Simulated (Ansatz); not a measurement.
# CH5 (doublet): the correlation ladder at distance H1–H2 along a hydrogen transfer = 0.911 Å, 6-31G

How much of the correlation energy of CH5 (doublet) does each wave-function method recover here?

Computed with Ansatz 0.2.0, Gaussian basis. Level: 6-31G, core rule «outside noble gas», up to 1 orbitals frozen.

Plan: UHF; CCSD(T) on ROHF; CCSD(T) on UHF; BCCD(T) on ROHF; CISD; CCSDT(Q) on ROHF; CCSDT(Q) on UHF; CCSDTQ on ROHF; CASSCF and MRCISD+Q, 3 electrons in 3 orbitals; CASSCF and NEVPT2, 3 electrons in 3 orbitals; CASSCF and MRCISD+Q, 9 electrons in 9 orbitals; CASSCF and NEVPT2, 9 electrons in 9 orbitals; Full CI.

8 further runs of the same task are left out: 1 for a mislabelled method, 5 that didn't finish, 2 set aside as unsound or not needed.

**1. The system**

The geometry derives from fragments relaxed apart (PBE0/def2-TZVP) and kept rigid, so it is no stationary point. A hydrogen atom is moved between rigid fragments.

6 atoms, charge 0, spin multiplicity 2.

Atoms are counted from 1 here; the program's logs count them from 0.

Bond lengths: H2–C3 1.156 Å, C3–H4 1.080 Å, C3–H5 1.080 Å, C3–H6 1.080 Å. Angles: H2–C3–H4 90.0°, H2–C3–H5 90.0°, H2–C3–H6 90.0°, H4–C3–H5 120.0°, H4–C3–H6 120.0°, H5–C3–H6 120.0°.

**2. UHF**

Input file in.yaml:

```yaml
crystal:
  periodic: [false, false, false]
  atoms:
    - {symbol: H, position_ang: [-1.876471, 0.000000, 0.000000]}
    - {symbol: H, position_ang: [-0.965471, 0.000000, 0.000000]}
    - {symbol: C, position_ang: [0.190529, 0.000000, 0.000000]}
    - {symbol: H, position_ang: [0.190529, -1.080023, 0.000000]}
    - {symbol: H, position_ang: [0.190529, 0.540011, 0.935327]}
    - {symbol: H, position_ang: [0.190529, 0.540012, -0.935327]}
basis:
  gaussian: {orbitals: 6-31G}
magnetization: {spin_polarized: true, initial_magnetization: 1}
hamiltonian: {xc: hf}
output: {orbitals: {seedname: orbitals}}
```

Run with:

```sh
$ ansatz run in.yaml --threads 1 --pin off --events-out ev --progress --plain --max-ram 2393MiB
```

After this run come: CCSD(T) on ROHF; CCSD(T) on UHF; BCCD(T) on ROHF; CISD; CCSDT(Q) on ROHF; CCSDT(Q) on UHF; CCSDTQ on ROHF; CASSCF and MRCISD+Q, 3 electrons in 3 orbitals; CASSCF and NEVPT2, 3 electrons in 3 orbitals; CASSCF and MRCISD+Q, 9 electrons in 9 orbitals; CASSCF and NEVPT2, 9 electrons in 9 orbitals; Full CI.

**Question.** What will the summary of the whole plan be? Wanted: FCI below the RHF energy; RMP2 from FCI; UMP2 from FCI; RCCSD from FCI; RCCSD(T) from FCI; UCCSD(T) from FCI; RCCSDT(Q) from FCI; UCCSDT(Q) from FCI; NEVPT2 pair from FCI.

As calculated:

| quantity | value |
| --- | --- |
| FCI below the RHF energy | -3.7297 eV |
| RMP2 from FCI | +63.6 kJ/mol |
| UMP2 from FCI | +66.9 kJ/mol |
| RCCSD from FCI | +6.6 kJ/mol |
| RCCSD(T) from FCI | +1.1 kJ/mol |
| UCCSD(T) from FCI | +1.2 kJ/mol |
| RCCSDT(Q) from FCI | 0.0 kJ/mol |
| UCCSDT(Q) from FCI | 0.0 kJ/mol |
| NEVPT2 pair from FCI | +52.4 kJ/mol |
| MRCISD+Q pair from FCI | +2.0 kJ/mol |
| NEVPT2 valence from FCI | +26.3 kJ/mol |
| levels within 1 kcal/mol (43 meV) | RCCSD(T), UCCSD(T), BCCD(T), RCCSDT, UCCSDT, RCCSDT(Q), UCCSDT(Q), RCCSDTQ, MRCISD+Q pair, MRCISD valence, MRCISD+Q valence |
| T1 diagnostic | 0.019 |
| effectively unpaired electrons | 1.03 |

What this shows: RCCSD(T) lands +1.1 kJ/mol from the yardstick (0.3 % of the correlation energy). One determinant dominates. Of the multireference levels listed MRCISD+Q valence comes nearest in total energy (+0.4 kJ/mol), which doesn't show that its space is the better one. These misses are within one basis, not against nature; the frozen cores of restricted and unrestricted runs differ, which can shift their rows.
